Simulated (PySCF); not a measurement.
Aluminium: a sound run and one with changed settings

Sound run: Al [Ne] 3s2 3p1, Al⁺ [Ne] 3s2. Calculation: PySCF 2.14, in pcseg-2 (5s4p2d1f, 34 functions); the non-relativistic Hamiltonian (point nucleus). In the sound run the correlated levels freeze [Ne]. The sound run starts from symmetry-adapted Hartree-Fock orbitals and uses a fine grid where one is needed.

A second run was set up differently.

```tsv
species	method	sound run (hartree)	changed run (hartree)	converged
Al	UHF	-241.86934	-238.85836	yes
Al	PBE0	-242.25200	-239.20716	yes
Al	r2SCAN	-242.33268	-239.28214	yes
Al	MP2	-241.90107	-238.87253	yes
Al	CCSD(T)	-241.91470	-238.88392	yes
Al⁺	UHF	-241.66511	-238.88005	yes
Al⁺	PBE0	-242.02840	-239.19509	yes
Al⁺	r2SCAN	-242.10620	-239.27029	yes
Al⁺	MP2	-241.69218	-238.90216	yes
Al⁺	CCSD(T)	-241.70401	-238.91866	yes
```

Ionisation energy of Al:

| method | sound run (eV) | changed run (eV) |
| --- | --- | --- |
| UHF | 5.557 | -0.590 |
| PBE0 | 6.084 | 0.328 |
| r2SCAN | 6.163 | 0.323 |
| MP2 | 5.684 | -0.806 |
| SCS-MP2 | 5.665 | -0.849 |
| CCSD | 5.714 | -0.945 |
| CCSD(T) | 5.733 | -0.945 |

(1) What was changed?
A. minimal basis
B. radial grid too coarse
C. level shift left on
D. a valence shell is frozen

## Answers

(1) A. It used basis STO-3G. A minimal basis cannot let orbitals breathe on ionisation and holds almost no correlation. A negative ionisation energy or a positive MP2 energy shows that the occupation asked for is not the lowest one in this basis.
